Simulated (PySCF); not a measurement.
**trans-1,2-difluoroethene: calculation and literature**

Numbering as in the mapped SMILES `[F:1]/[CH:2]=[CH:3]/[F:4]`; H(Xn) means a hydrogen on atom n.

Published values to compare with: δ 19F F1/F4 -186.3 ppm (measured; G. Saielli, R. Bini, A. Bagno, Computational 19F NMR. 2. Organic compounds, RSC Adv. 2014, ESI (exp. from Berger-Braun-Kalinowski 1994 and Everett 1995)).
δ 19F F1/F4 -185.9 ppm (CCSD(T)/cc-pVQZ; gas (isolated, no vibration); M. Maurer, PhD thesis, LMU Munich (Maurer, Ochsenfeld, JCTC 2015 SI; set of Flaig et al., JCTC 2014, 10, 572)).
σ 19F F1/F4 389.3 ppm (CCSD(T)/13s9p4d3f + vibration and temperature (MP2); gas, 300 K; M. E. Harding, PhD thesis, Mainz 2008 (Harding, Lenhart, Auer, Gauss, JCP 2008, 128, 244111)).
σ 19F F1/F4 397.7 ppm (CCSD(T)/13s9p4d3f; gas (isolated, no vibration); M. E. Harding, PhD thesis, Mainz 2008 (Harding, Lenhart, Auer, Gauss, JCP 2008, 128, 244111)). Coupling constants: 3J(F1,F4) -132.7 Hz.

PySCF 2.14.0 with density-fitted response routines calculation with σ from GIAO-B97-2/pcSseg-2, PBE0-D3(BJ)/def2-SVP structure and spin–spin couplings from B3LYP/pcJ-1; no solvent model, one computed conformer, fast rotation and ring inversion assumed for equivalent nuclei, no relativistic terms.

**Question.** How close does the calculation come?

**Answer.** 
Reference values: measured (G. Saielli, R. Bini, A. Bagno, Computational 19F NMR. 2. Organic compounds, RSC Adv. 2014, ESI (exp. from Berger-Braun-Kalinowski 1994 and Everett 1995)).
| atoms | quantity | reference | computed |
| --- | --- | --- | --- |
| F1/F4 | δ 19F vs CFCl3 | -186.3 | -189.5 |

Reference values: CCSD(T)/cc-pVQZ (gas (isolated, no vibration); M. Maurer, PhD thesis, LMU Munich (Maurer, Ochsenfeld, JCTC 2015 SI; set of Flaig et al., JCTC 2014, 10, 572)).
```csv
atoms,quantity,reference,computed
F1/F4,δ 19F vs CFCl3 (same level),-185.9,-189.5
```

Reference values: CCSD(T)/13s9p4d3f + vibration and temperature (MP2) (gas, 300 K; M. E. Harding, PhD thesis, Mainz 2008 (Harding, Lenhart, Auer, Gauss, JCP 2008, 128, 244111)).
```tsv
atoms	quantity	reference	computed
F1/F4	σ 19F	389.3	366.9
```

Reference values: CCSD(T)/13s9p4d3f (gas (isolated, no vibration); M. E. Harding, PhD thesis, Mainz 2008 (Harding, Lenhart, Auer, Gauss, JCP 2008, 128, 244111)).
```tsv
atoms	quantity	reference	computed
F1/F4	σ 19F	397.7	366.9
```

Absolute shieldings are compared as such; zero-point and thermal motion, absent here, lowers them by some tenths of a ppm for H, a few ppm for C and up to about 10 ppm for F.

Computed shifts are σ(ref) − σ with the named reference compound (TMS for H and C) calculated as an isolated molecule at the same level.

Coupling constants in Hz:
```tsv
coupling	reference	computed	source
3J(F1,F4)	-132.7	-164.9	measured; Jessen and Sauer, arXiv:2312.00705
```

**Question.** How far are the unscaled 19F shifts from the references?

**Answer.** Mean signed difference -3.40 ppm, mean absolute 3.40 ppm over 2 comparisons; the largest is -3.6 ppm at F1/F4 (vinylic fluorine).

**Question.** How far are the unscaled 19F shieldings from the references?

**Answer.** Mean signed difference -26.60 ppm, mean absolute 26.60 ppm over 2 comparisons; the largest is -30.8 ppm at F1/F4 (vinylic fluorine).

5 of the 8 published NMR values on file for this molecule are compared. The rest: other calculations.
